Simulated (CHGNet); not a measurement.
Rutile TiO2

Level of theory: the machine-learned potential CHGNet 0.3.0 (trained on PBE and PBE+U data).

Cell: relaxed at this level.

```
Item                 Result
------------------  -------
lattice constant a  4.650 Å
c axis length       2.967 Å
```

Measured, for comparison: lattice constant a 4.587 Å, lattice parameter c 2.954 Å (15 K, zero-point motion not removed; as tabulated in Burdett, Hughbanks, Miller, Richardson, Smith, powder neutron diffraction …). Computed (rounded) less measured: lattice constant a +1.4 %, lattice parameter c +0.4 %.

A machine-learned potential is trained on density-functional data: it inherits that level's misses and adds fitting errors of its own.

Note: the model gives imaginary modes for this phase (in the spectrum interpolated from a supercell).
